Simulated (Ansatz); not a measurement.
# Structure relaxation of HfBe3

Theory: Ansatz 0.2.0, DFT PBE, scalar-relativistic, plane waves, PAW. Cutoff 420 eV, Γ-centred k mesh, Gaussian smearing, no spin polarisation in the final step.

The start puts HfBe3 on the Cu3Au (L1_2) structure type (Pm-3m, No. 221), with Hf in place of Au, Be in place of Cu, at a guessed volume.

```yaml
crystal:
  lattice:
    - [3.45812, 0.00000, 0.00000]
    - [0.00000, 3.45812, 0.00000]
    - [0.00000, 0.00000, 3.45812]
  atoms:
    - { symbol: Hf, position: [0.00000, 0.00000, 0.00000] }
    - { symbol: Be, position: [0.00000, 0.50000, 0.50000] }
    - { symbol: Be, position: [0.50000, 0.00000, 0.50000] }
    - { symbol: Be, position: [0.50000, 0.50000, 0.00000] }
```

Cell and atoms relax at zero pressure; the relaxation can't lower the symmetry of the start. After a coarse first stage the cell is made exact in the group found at 0.06 Å.

Formation energies are uncorrected and refer to the elements' standard structures at the same level.

Task: Which crystal results?

Result: It keeps Pm-3m (No. 221). The result has the Cu3Au (L1_2) structure. Conventional cell: a = 3.677 Å. Hf is coordinated by 12 Be at 2.60 Å; Be has 4 Hf at 2.60 Å and 8 Be at 2.60 Å.

```cif
data_structure
_symmetry_space_group_name_H-M 'Pm-3m'
_symmetry_Int_Tables_number 221
_cell_length_a 3.6774
_cell_length_b 3.6774
_cell_length_c 3.6774
_cell_angle_alpha 90.000
_cell_angle_beta 90.000
_cell_angle_gamma 90.000
_cell_volume 49.73
loop_
_atom_site_label
_atom_site_type_symbol
_atom_site_symmetry_multiplicity
_atom_site_Wyckoff_symbol
_atom_site_fract_x
_atom_site_fract_y
_atom_site_fract_z
_atom_site_occupancy
Hf1 Hf 1 a 0.00000 0.00000 0.00000 1
Be1 Be 3 c 0.00000 0.50000 0.50000 1
```

Task: What are its volume, energy, density and gap?

Result: The volume per atom is 12.43 Å³. The density is 6.86 g/cm³. The energy over the elements is 0.11 eV/atom and the gap on the 12×12×12 mesh is 0 eV (a metal).

The final run used a 12×12×12 mesh on its 4-atom cell and 0.10 eV smearing. The k mesh leaves about 4 meV/atom of noise in metals. Spin–orbit coupling is left out. A structure relaxed within its symmetry needn't be a true minimum.

Cost: 3 runs of about 0.66 core-minutes in all, on Intel Xeon Platinum 8259CL (Skylake/Cascade Lake) (shared hosts).